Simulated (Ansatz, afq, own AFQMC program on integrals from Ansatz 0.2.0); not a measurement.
**LiPH2, triplet: AFQMC among the cluster methods**

```xyz
4

P     0.0000    0.0306    0.5481
Li    0.0000   -0.0012   -2.8893
H     0.0000    0.5653    2.0591
H     0.0000   -1.4977    0.9940
```

Connectivity, by distances: PH2 ··· Li.

Basis cc-pVDZ. Only valence electrons are correlated. AFQMC by an in-house program on the Cholesky factors that Ansatz 0.2.0 writes for its CCSD(T) run. ph-AFQMC/CISD is guided by a CISD state made of CCSD amplitudes; releasing the constraint for a short imaginary time cuts its bias at the price of noise, slowly where states lie close. Free AFQMC starts from the CCSD state and is never constrained. Its projection time is finite, and what remains of the start isn't in its error. Uncertainties: one standard error, sampling alone.

Determinant: UHF, the one that the program's search chose, which needn't be the lowest solution. The geometry is a point of a scan.

No full CI on the walks' own integrals is used here; CCSDT(Q) serves as the reference and is uncertain by about the last step of the cluster series.

Cautions: lower spins were not checked.

* T1 diagnostic: 0.0170
* weight of the determinant in the CISD state: 0.908
* ⟨S²⟩ of the determinant: 2.017
* size of the correlated space: 8 electrons in 36 orbitals

```
  level  correlation energy (eV)
    MP2                  -3.0383
   CCSD                  -3.8155
CCSD(T)                  -3.9141
```

(1) Estimate where phaseless AFQMC with a CISD trial lies against CCSD(T) on the same integrals.

(1) 19.2 ± 6.2 meV below CCSD(T).

Reference: CCSDT(Q), correlation energy -3.941 eV. The released energy is read at 2.40 1/Eh (meV from the phaseless value at times in 1/Eh: -1 ± 7 at 0.24, 0 ± 6 at 0.51, 5 ± 6 at 0.99, -3 ± 5 at 1.62, -10 ± 6 at 2.40).

```
         level  E − E(reference) (meV)  share of correlation (%)
       CCSD(T)                    26.5                     99.33
         CCSDT                     4.2                     99.89
 ph-AFQMC/CISD               7.3 ± 6.2                     99.81
released AFQMC              -3.2 ± 5.7                    100.08
    free AFQMC              4.6 ± 10.4                     99.88
```

Free projections are given only where their last times agree within the noise and don't stop above the reference; a slow remainder of the start can still hide under it. A walk keeps the symmetry of its determinant, which the program's search chose and which needn't be the lowest solution, so a lower state of the same spin and another symmetry isn't excluded. Released energies are given only where the last usable release times agree within the noise; a slower fall can still hide under it.
